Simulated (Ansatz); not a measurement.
## Basis or method: sextet less quartet of BGe

BGe, quartet; coordinates (Å): Ge 0.000 0.000 0.000; B 0.000 0.000 1.977. Quantity: sextet less quartet, vertical.

Ansatz 0.2.0, basis aug-cc-pVDZ or cc-pVDZ; geometries are PBE0/def2-TZVP minima. Wave-function levels freeze the cores with the filled d shells of p-block atoms; HF, MP2 and coupled cluster are restricted for singlets and unrestricted otherwise, restricted open-shell where a d shell is frozen, Kohn–Sham unrestricted where that lies lower. The reference is CCSDTQ or full CI (coupled cluster only where its series has nearly closed). Semilocal and hybrid functionals correlate all electrons outside any core potential and usually lie nearer their basis limit than the reference, so part of their error here is the reference's basis and frozen-core error; RPA and the MP2 part of double hybrids freeze the same cores as the reference. None of these values is a measured one. Energies are electronic, without zero-point terms. No spin–orbit coupling and no scalar relativity. The species are chosen: bound, without strong static correlation by their natural occupations or amplitudes, in their lowest spin state as far as vertical gaps and like structures tell, and with a ladder that closes on the reference, so errors are smaller than for species at large; levels whose determinant breaks symmetry or spin markedly are left out.

```tsv
level	cc-pVDZ (eV)	aug-cc-pVDZ (eV)
reference	3.962 (full CI)	3.967 (CCSDTQ)
HF	2.694	2.698
CCSD	3.833	3.837
CCSD(T)	3.929	3.936
CCSDT	3.951	3.957
CCSDT(Q)	3.960	3.966
PBE	4.207	4.191
r2SCAN	3.856	3.847
```

From cc-pVDZ to aug-cc-pVDZ the reference moves by 0.005 eV and PBE by -0.016; the step from CCSD(T) to the reference is 0.033 in the first and 0.031 in the last.
